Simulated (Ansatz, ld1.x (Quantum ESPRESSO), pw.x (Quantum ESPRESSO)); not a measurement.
**What a changed setting does to a pw.x run (sc W)**

Potential: norm-conserving RRKJ (Kleinman–Bylander form), ld1.x (Quantum ESPRESSO) 7.5, LDA (PW92); core [Xe] 4f14, reference 5d4 6s1 6p1; waves: 6p (bound): rc 3.70 bohr; 5d (bound): rc 1.90 bohr; 6s (bound): rc 2.15 bohr; local part: the s channel; core correction: a·sin(br)/r model core, default radius (core density twice the valence density).

The reference run (k-mesh 13³, cutoffs 50/200 Ry, Fermi–Dirac 0.01 Ry, mixing_beta 0.4, conv_thr 1e-9, no spin) gives 0.92 GPa at 17.539 Å³/atom, where all-electron LAPW gives -2.36 GPa. This run, with its own iteration cap, changes k-mesh shift to 1.

```
&control
  calculation='scf', prefix='x', pseudo_dir='./', outdir='./tmp', tstress=.true., disk_io='none'
/
&system
  ibrav=0, nat=1, ntyp=1, ecutwfc=50, ecutrho=200, nbnd=10,
  occupations='smearing', smearing='fd', degauss=0.01
/
&electrons
  conv_thr=1e-09, mixing_beta=0.4, electron_maxstep=60
/
ATOMIC_SPECIES
W 1.0 W.UPF
CELL_PARAMETERS angstrom
  2.59817426 0.00000000 0.00000000
  0.00000000 2.59817426 0.00000000
  0.00000000 0.00000000 2.59817426
ATOMIC_POSITIONS crystal
W 0.0000 0.0000 0.0000
K_POINTS automatic
13 13 13 1 1 1
```

```bash
pw.x < W.scf.in > W.scf.out
```

**Question.** How does the run end?

**Answer.** It converges in 7 iterations; the free energy moves by +17.7 meV/atom and the pressure by +1.68 GPa.

```
Message from routine setup:
     using ibrav=0 with symmetry is DISCOURAGED, use correct ibrav instead
     lattice parameter (alat)  =       4.9098  a.u.
     unit-cell volume          =     118.3590 (a.u.)^3
     number of electrons       =         6.00
     number of Kohn-Sham states=           10
     kinetic-energy cutoff     =      50.0000  Ry
     charge density cutoff     =     200.0000  Ry
     scf convergence threshold =      1.0E-09
     Exchange-correlation= PW
     number of k points=    84  Fermi-Dirac smearing, width (Ry)=  0.0100
     iteration #  1     ecut=    50.00 Ry     beta= 0.40
     total energy              =     -24.51194801 Ry
     estimated scf accuracy    <       0.03439498 Ry
     iteration #  2     ecut=    50.00 Ry     beta= 0.40
     total energy              =     -24.51000214 Ry
     estimated scf accuracy    <       0.00765282 Ry
     iteration #  3     ecut=    50.00 Ry     beta= 0.40
     total energy              =     -24.51054372 Ry
     estimated scf accuracy    <       0.00037715 Ry
     iteration #  4     ecut=    50.00 Ry     beta= 0.40
     total energy              =     -24.51056702 Ry
     estimated scf accuracy    <       0.00000234 Ry
     iteration #  5     ecut=    50.00 Ry     beta= 0.40
     total energy              =     -24.51056758 Ry
     estimated scf accuracy    <       0.00000031 Ry
     iteration #  6     ecut=    50.00 Ry     beta= 0.40
     total energy              =     -24.51056760 Ry
     estimated scf accuracy    <          1.0E-08 Ry
     iteration #  7     ecut=    50.00 Ry     beta= 0.40
     the Fermi energy is    13.3725 ev
!    total energy              =     -24.51056760 Ry
     estimated scf accuracy    <          4.9E-10 Ry
     smearing contrib. (-TS)   =      -0.00455069 Ry
     The total energy is F=E-TS. E is the sum of the following terms:
     one-electron contribution =      10.22664612 Ry
     hartree contribution      =       0.41882002 Ry
     xc contribution           =     -14.34779986 Ry
     ewald contribution        =     -20.80368319 Ry
     convergence has been achieved in   7 iterations
          total   stress  (Ry/bohr**3)                   (kbar)     P=       26.01
     Message from routine punch:
     Nothing written, as per user request (disk_io='none')
```

The run took about 5.8 s on one core of a shared host (Neoverse-V1, 32 threads, 247 GiB, load 61).
